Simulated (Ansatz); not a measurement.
Two structures of CH₅AlO, closed shell, reached by relaxing down either side of one saddle point (PBE0-D4/def2-TZVP). Energies are electronic, without zero-point energy. Ansatz 0.2.0; basis: def2-TZVPP and def2-QZVPP; cores frozen in the correlated methods. Extrapolation: Hartree–Fock as exp(−7.88 √X), correlation as X^−2.97. First:

Al1  (-0.992, -1.148, 0.447)
H2  (-0.929, -1.972, -0.906)
O3  (-0.085, 0.267, 0.576)
C4  (0.780, 0.950, -0.282)
H5  (0.888, 0.454, -1.256)
H6  (-1.849, -1.546, 1.709)
H7  (1.775, 1.029, 0.170)
H8  (0.411, 1.966, -0.458)
(Å)

Second:

```json
{"atom": "Al1", "x (Å)": "-0.2037", "y (Å)": "-1.5171", "z (Å)": "1.9477"}
{"atom": "H2", "x (Å)": "0.2106", "y (Å)": "-1.5920", "z (Å)": "-1.3459"}
{"atom": "O3", "x (Å)": "-0.1233", "y (Å)": "-0.1418", "z (Å)": "0.9921"}
{"atom": "C4", "x (Å)": "-0.0628", "y (Å)": "1.0371", "z (Å)": "0.2618"}
{"atom": "H5", "x (Å)": "0.3164", "y (Å)": "-1.8865", "z (Å)": "-2.0244"}
{"atom": "H6", "x (Å)": "-1.0068", "y (Å)": "1.5877", "z (Å)": "0.3323"}
{"atom": "H7", "x (Å)": "0.1306", "y (Å)": "0.8281", "z (Å)": "-0.7961"}
{"atom": "H8", "x (Å)": "0.7390", "y (Å)": "1.6844", "z (Å)": "0.6325"}
```

Q: Which bonds change from the first to the second?

A: CH₅AlO ([CH3][O][AlH2]) → CH₃AlO ([CH3][O][Al]) + H₂; bonds formed: H2–H5, C4–H6; bonds broken: Al1–H2, Al1–H6, C4–H5.

Q: Give the saddle point's structure and its height above each. (To be estimated.)

A: The calculation gives: 77.82 kcal/mol above the first and 61.80 kcal/mol above the second (CCSD(T) at an estimated basis limit (MP2 extrapolated from triple and quadruple zeta, plus CCSD(T) − MP2 in triple zeta)).
| atom | x (Å) | y (Å) | z (Å) |
| --- | --- | --- | --- |
| Al1 | -0.6117 | -1.1451 | 0.7833 |
| H2 | -0.0648 | -1.4438 | -0.9493 |
| O3 | 0.8578 | -0.0462 | 1.0713 |
| C4 | 0.5776 | 0.8150 | 0.1498 |
| H5 | -0.1320 | -0.6225 | -1.0657 |
| H6 | -1.7452 | -0.0728 | 0.3866 |
| H7 | 1.2300 | 0.8823 | -0.7236 |
| H8 | -0.1117 | 1.6332 | 0.3478 |

The search had been set up for a ring closure by C–H transfer (forming H2–H5, Al1–C4, breaking Al1–H2, C4–H5); from that guess it ended on this step instead.

T1 diagnostic: at most 0.034. The T1 diagnostic is large here, which may signal multireference character or strong orbital relaxation, so CCSD(T) is less sure. The restricted Hartree–Fock reference is unstable towards an unrestricted one at one or more of these structures. A large double-excitation amplitude points to some diradical character; no triplet was computed.

Labels in which every atom is bracketed show which atoms are joined, not bond orders.

For scale, one of the runs: CCSD(T)/def2-TZVPP, 174 basis functions, launched by `ansatz run in.yaml --threads 2 --pin off --events-out ev --progress --plain --max-ram 4352MiB`. Hardware: 2 CPU threads of an Intel Xeon 6975P-C, shared host. Wall time 14 s; peak host memory 1.6 GiB.
